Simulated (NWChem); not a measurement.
Spin states of CH

```xyz
2

C      0.0000     0.0000     0.1620
H      0.0000     0.0000    -0.9722
```
Charge 0, spin multiplicity 2.

Everything below was run with NWChem. All single points use one geometry, from UPBE0/def2-SVP, a minimum by its harmonic frequencies.

Basis set: def2-TZVP. The gap is E(quartet) − E(doublet) at the geometry of the doublet, so a negative value puts the higher spin lower. Open shells are unrestricted. The quartet is the single determinant that the SCF runs reached, with unpaired electrons in orbitals of symmetry a1 and b1 and b2 (C2v labels); it need not be the lowest quartet, which in molecules with degenerate π orbitals can need several determinants.

The correlated methods keep 1 core orbital frozen. This spin state was chosen for the runs; another may lie lower. The structure started from a generated list of species. The unpaired electrons of the parent sit in orbitals of symmetry b2 (C2v labels of the run); other states weren't searched. The stability of the SCF solutions was not checked. Open-shell Hartree-Fock references start from PBE0 orbitals.

Question: One of these methods gave a vertical doublet-quartet gap of 15.8 kcal/mol. Which?
A) TPSS
B) B2PLYP
C) PBE0
D) HF

Answer: A, TPSS. The others give 13.1 (PBE0), 19.4 (B2PLYP), -3.6 (HF).
